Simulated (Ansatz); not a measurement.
System: C₂H₄Cl, net charge -1, singlet state. It need not be the lowest isomer of its formula. Whether it binds its extra electron was not tested at this geometry. 
Coordinates optimised at B3LYP-D3(BJ)/def2-TZVP (Ansatz, a program for electronic structure):
```
C
H 1 1.0970
H 1 1.1016 2 106.76
H 1 1.1108 2 106.48 3 114.12
C 1 1.5220 2 111.66 3 -116.35
H 5 1.1037 1 106.21 2 -173.33
Cl 5 1.9815 6 96.73 1 -106.15
```
Charge -1, spin multiplicity 1.

Basis-set convergence of Hartree-Fock and CCSD correlation energies (hartree) with Ansatz. Cores are frozen in the correlated levels unless marked. Spin-orbit coupling is left out. Non-relativistic. This anion needs diffuse functions, which these sets lack.

| basis | functions | E(HF) | E(corr, CCSD) |
|---|---|---|---|
| cc-pV(D+d)Z | 71 | -537.49594 | -0.47033 |
| cc-pV(T+d)Z | 155 | ___ | ___ |

Problem. Fill in the missing entries.

Solution. 
- cc-pV(T+d)Z, E(HF): -537.53724
- cc-pV(T+d)Z, E(corr, CCSD): -0.58961
